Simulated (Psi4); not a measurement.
# BClO (SMILES O=BCl): a first try and a second

Aim: the energy of BClO at CISD/pcseg-0.

The results are computed with Psi4 1.11.

3 further runs of the same task are left out: 1 that didn't finish, 2 set aside as unsound or not needed.

**1. The structure to begin with**

BClO: 3 atoms, total charge 0, spin state singlet. As SMILES, `O=BCl`. The coordinates come from a GFN2-xTB relaxation.

Bond lengths: O1–B2 1.193 Å, B2–Cl3 1.639 Å. Angles: O1–B2–Cl3 179.9°.

**2. Try one**

Input file input.in:

```
memory 1600 MB

molecule {
  0 1
  O      1.92668917     1.14555198     1.18483938
  B      0.21369023     0.12589355     0.13127927
  Cl    -2.14037940    -1.27142663    -1.31611866
  units bohr
  symmetry td
  no_reorient
  no_com
}

set basis pcseg-0
set scf_type pk

e_tot, wfn = energy("cisd", return_wfn=True)
```

Run with:

```bash
$ psi4 input.in input.out -n 1
```

input.out:

```text
Psi4 1.11 release

RuntimeError:
Fatal Error: PointGroup: Unknown point group name provided.

Printing out the relevant lines from the Psithon --> Python processed input file:
    from psi4.driver.wrapper_database import database, db, DB_RGT, DB_RXN
    from psi4.driver.wrapper_autofrag import auto_fragments
    psi4_io = core.IOManager.shared_object()
    core.set_memory_bytes(1600000000)

--> geometry("""
      0 1
      O      1.92668917     1.14555198     1.18483938
      B      0.21369023     0.12589355     0.13127927
      Cl    -2.14037940    -1.27142663    -1.31611866
      units bohr

!----------------------------------------------------------------------------------!
!                                                                                  !
! Fatal Error: PointGroup: Unknown point group name provided.                      !
!                                                                                  !
!----------------------------------------------------------------------------------!

    Psi4 run time: 0:00:00.00
```

Run time: 1.2 s. Hardware: 1 thread of Intel Xeon Platinum 8259CL at 2.50GHz (Skylake/Cascade Lake), shared host; peak memory 0.13 GiB.

**3. Diagnosis**

The program stopped with an error.

The telling line is `Fatal Error: PointGroup: Unknown point group name provided.`. The fault: the input holds a word that the program doesn't know. To mend it: no symmetry line in place of td.

**4. Second attempt**

Input file calc.in:

```
memory 1.6 GB

molecule {
  0 1
  O      1.92668917     1.14555198     1.18483938
  B      0.21369023     0.12589355     0.13127927
  Cl    -2.14037940    -1.27142663    -1.31611866
  units bohr
  no_reorient
  no_com
}

set basis pcseg-0
set scf_type pk

result, w = energy("cisd", return_wfn=True)
```

Run with:

```bash
$ psi4 calc.in calc.out -n 1
```

calc.out:

```text
[...]
  Running in c1 symmetry.
[...]
  Nuclear repulsion =   70.603102134376172
[...]
  Multiplicity = 1
[...]
  Nalpha       = 15
  Nbeta        = 15
[...]
    Number of basis functions: 31
[...]
   @RHF iter   1:  -558.11800007803151   -4.44282e-01   1.72542e-02 DIIS/ADIIS
[...]
   @RHF iter  11:  -558.24443813255834   -6.82121e-13   2.98053e-09 DIIS
[...]
    Orbital Energies [Eh]
    ---------------------
    Doubly Occupied:
       1A   -104.844187     2A    -20.591671     3A    -10.501995
       4A     -8.122597     5A     -8.118235     6A     -8.118235
       7A     -7.735735     8A     -1.367182     9A     -1.200751
      10A     -0.673783    11A     -0.633083    12A     -0.594361
      13A     -0.594361    14A     -0.508518    15A     -0.508518
[...]
  @RHF Final Energy:  -558.24443813255834
   => Energetics <=
    Nuclear Repulsion Energy =             70.6031021343761722
    One-Electron Energy =                -909.4686549054082434
    Two-Electron Energy =                 280.6211146384737276
    Total Energy =                       -558.2444381325583436
[...]
 Multipole Moments:
 ------------------------------------------------------------------------------------
     Multipole            Electronic (a.u.)      Nuclear  (a.u.)        Total (a.u.)
 ------------------------------------------------------------------------------------
 L = 1.  Multiply by 2.5417464519 to convert [e a0] to [Debye]
 Dipole X            :         19.2357874          -19.9044853           -0.6686979
 Dipole Y            :         11.4215936          -11.8203691           -0.3987755
 Dipole Z            :         11.8275478          -12.2389058           -0.4113580
 Magnitude           :                                                    0.8805647
[...]
      * SCS-MP2 total energy:                 -558.481926260449
[...]
      * MP2 total energy:                     -558.490373040038
[...]
      * CISD total energy:                    -558.473556202715
[...]
```

It took 3.3 s on 1 thread of Intel Xeon Platinum 8259CL at 2.50GHz (Skylake/Cascade Lake), shared host; peak memory 0.19 GiB.

**5. Results**

At CISD/pcseg-0:

```
                             quantity          value
                         total energy  -558.47356 Eh
  HOMO energy (Hartree–Fock orbitals)      -13.84 eV
  LUMO energy (Hartree–Fock orbitals)        3.82 eV
HOMO–LUMO gap (Hartree–Fock orbitals)       17.65 eV
                   correlation energy     -229.1 mEh
```
